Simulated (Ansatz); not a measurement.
# AlH3S2: a rigid scan of the bond length S3–H6

One table from this session's results is given with a row withheld; the runs are named, their logs left out.

Method: single points in def2-TZVPP; program: Ansatz 0.2.0, Gaussian basis.

Levels: PBE-D4, r2SCAN-D4, PBE0-D4, B3LYP-D4, wB97M-V, Hartree-Fock, MP2, CCSD, CCSD(T). The scan takes 1.183, 1.230, 1.298, 1.378, 1.467, 1.563, 1.664, 1.771, 1.882 Å.

Correlated methods freeze the cores. B3LYP uses VWN-RPA correlation.

39 further runs of the same task are left out: 39 set aside as unsound or not needed.

## The system as given

The minimum, relaxed at PBE0-D4: SMILES `[SH][AlH][SH]`, 6 atoms, charge 0, spin multiplicity 1.

Atoms are counted from 1 here; the program's logs count them from 0.

Bond lengths: S1–Al2 2.178 Å, S1–H4 1.344 Å, Al2–S3 2.178 Å, Al2–H5 1.576 Å, S3–H6 1.344 Å. Angles: Al2–S1–H4 92.3°, S1–Al2–S3 116.1°, S1–Al2–H5 122.0°, S3–Al2–H5 122.0°, Al2–S3–H6 92.3°.

Coordinates:

```
S    -1.4840   -1.2715   -0.8060
Al    0.0336    0.1065   -0.0699
S     1.0984   -0.5117    1.7266
H    -1.7947   -0.4646   -1.8357
H     0.3431    1.4712   -0.7948
H     1.8455    0.6060    1.7337
```

Energies of the minimum (eV), from earlier single points: PBE-D4 -28306.80265, r2SCAN-D4 -28317.70151, PBE0-D4 -28309.26460, B3LYP-D4 -28321.74279, wB97M-V -28318.07987, CCSD(T) -28282.23520.

At the minimum the bond length S3–H6 is 1.344 Å.

Set-up of the first run:

ccsdt-tzvpp/in.yaml

```yaml
crystal:
  periodic: [false, false, false]
  atoms:
    - {symbol: S, position_ang: [-1.483953, -1.271459, -0.806040]}
    - {symbol: Al, position_ang: [0.033570, 0.106482, -0.069918]}
    - {symbol: S, position_ang: [1.098445, -0.511731, 1.726555]}
    - {symbol: H, position_ang: [-1.794670, -0.464626, -1.835654]}
    - {symbol: H, position_ang: [0.343061, 1.471194, -0.794820]}
    - {symbol: H, position_ang: [1.755816, 0.471789, 1.732820]}
basis:
  gaussian: {orbitals: def2-TZVPP}
correlation: {method: ccsd_t}
```

No record of the launch command was kept for these runs.

Among the steps run: S3–H6 = 1.183 Å; S3–H6 = 1.230 Å; S3–H6 = 1.298 Å; S3–H6 = 1.378 Å; S3–H6 = 1.467 Å; S3–H6 = 1.563 Å; S3–H6 = 1.664 Å; S3–H6 = 1.771 Å; S3–H6 = 1.882 Å.

One of the session's tables, all rows but one given; the rest of the session is left out.

Energies less that of the minimum at the same level (eV):

| bond length (Å) | PBE-D4 | PBE0-D4 | B3LYP-D4 | wB97M-V | Hartree-Fock |
| --- | --- | --- | --- | --- | --- |
| 1.183 | 0.493 | 0.456 | 0.448 | 0.439 | 0.406 |
| 1.230 | 0.237 | 0.210 | 0.206 | 0.198 | 0.172 |
| 1.298 | 0.042 | 0.030 | 0.030 | 0.026 | 0.014 |
| 1.344 (minimum) | 0.000 | 0.000 | 0.000 | 0.000 | 0.000 |
| 1.378 | 0.005 | 0.014 | 0.014 | 0.017 | 0.027 |
| 1.467 | 0.129 | 0.163 | 0.157 | 0.170 | 0.212 |
| 1.563 | 0.381 | 0.445 | 0.429 | 0.456 | 0.538 |
| 1.664 | 0.720 | 0.819 | 0.788 | 0.833 | 0.961 |
| 1.771 | ? | ? | ? | ? | ? |
| 1.882 | 1.536 | 1.713 | 1.636 | 1.746 | 1.977 |

Q: Estimate the row for bond length (Å) = 1.771 from the others.

Worked estimate for «PBE-D4». A straight line through the neighbours (1.664, 0.720) and (1.882, 1.536) gives 0.720 + (1.536 − 0.720) × (1.771 − 1.664) / (1.882 − 1.664) = 1.121; a parabola fitted to 3 rows on both sides gives 1.106.

The run gave: PBE-D4: 1.116; PBE0-D4: 1.253; B3LYP-D4: 1.200; wB97M-V: 1.275; Hartree-Fock: 1.452. In «PBE-D4» the line misses by +0.005 and the parabola by -0.010.

To keep in mind: A polynomial through the near points puts the CCSD(T) minimum 0.003 Å below the PBE0-D4 value.
